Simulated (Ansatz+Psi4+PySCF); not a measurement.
Two shapes of doublet SiH₄(+).

Shape 1:

```xyz
5

Si    0.0281    0.0094   -0.0047
H     0.8370    0.8759    0.8441
H    -0.8855   -0.8562    0.8500
H    -0.8308    0.8486   -0.8703
H     0.8448   -0.8776   -0.8738
```

Shape 2:

```xyz
5

Si   -0.0100   -0.0002    0.0007
H     0.8535    0.8478    0.8610
H    -0.8626   -0.8561    0.8485
H    -0.8507    0.8478   -0.8572
H     0.8626   -0.8495   -0.8522
```

Basis set: cc-pVTZ on H; cc-pV(T+d)Z on Si (spherical functions). Left uncorrelated: 5 orbitals. Correlation on ROHF uses semicanonical orbitals with singles. Charge 1, multiplicity 2.

Computed with Ansatz (development build ahead of 0.2.0) and Psi4 1.11; each method stands on the lowest determinant of its kind that the runs found.

(1) Which shape is lower in energy, and by how much in each method?

## Answers

(1)

```tsv
method	E(2) − E(1) (eV)
ROHF	0.152
UHF	0.145
ROHF-CCSD	0.123
ROHF-CCSD(T)	0.119
UHF-CCSD(T)	0.118
```

Shape 1 is lower. Caution for ROHF-CCSD, ROHF-CCSD(T), UHF-CCSD(T): large amplitudes, a single reference is doubtful.
